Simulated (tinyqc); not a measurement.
The integration grid: Kohn-Sham TPSS on finer and finer grids in the sto-6g basis, for BH3, spin multiplicity 1. Computed by the program tinyqc with PySCF. 

Geometry (angstrom):
```
atom        x        y       z
B      0.0000   0.0000  0.0080
H      1.1990   0.0000  0.0000
H     -0.5990   1.0380  0.0000
H     -0.5990  -1.0380  0.0000
```

Self-consistent on each grid; the net force on the molecule should vanish.

Kohn-Sham energy on Becke grids (radial x angular points per atom):
```
grid       points  residual of the electron count  E (hartree)  E - finest (mhartree)  largest net force without grid terms (hartree/bohr)
10 x 14       554                        1.37e-02   -26.578962             -15.443476                                             2.62e-02
15 x 26      1552                        6.93e-03   -26.564007              -0.488122                                             8.66e-03
20 x 50      3990                       -1.87e-04   -26.564602              -1.083694                                             3.38e-04
30 x 86     10300                        6.36e-05   -26.563429               0.089496                                             3.31e-05
50 x 194    38767                        5.33e-06   -26.563521              -0.001944                                             2.13e-05
75 x 302    90494                       -4.26e-08   -26.563519               0.000047                                             4.73e-06
120 x 590  282814                        2.75e-08   -26.563519               0.000000                                             4.78e-08
```

The energy is within 0.1 mhartree of the finest grid first at 30 x 86. The error has both signs, since quadrature is not variational. The electron count and the net force are cheap signs of a poor grid.
